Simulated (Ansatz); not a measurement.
CH2 (SMILES [CH2], charge +1) moved off its minimum; all values from Ansatz (an electronic-structure program), cores frozen in correlated methods. Open shells are unrestricted.
(charge 1, multiplicity 2)
```xyz
3

C      0.0984     0.0071     0.0753
H     -1.0802     0.0247    -0.3014
H      1.1161     0.1489    -0.3876
```

```tsv
level	largest force (eV/Å)	on atom	rms difference from CCSD(T)/aug-cc-pVTZ (eV/Å)	dipole (D)
HF/def2-TZVPP	3.74	H2	0.275	-
PBE/def2-TZVPP	2.81	H2	0.190	-
r2SCAN/def2-TZVPP	3.13	H2	0.023	-
B3LYP/def2-TZVPP	3.10	H2	0.036	-
wB97M-V/def2-TZVPP	3.15	H2	0.027	-
MP2/aug-cc-pVTZ	3.41	H2	0.113	-
CCSD(T)/aug-cc-pVTZ	3.18	H2	0.000	-
```

The differences count from one level among others, with limits of its own. Forces at CCSD(T)/aug-cc-pVTZ (eV/Å):

```csv
atom,Fx,Fy,Fz
C1,-2.255,0.166,-1.383
H2,3.016,-0.052,0.998
H3,-0.761,-0.114,0.386
```
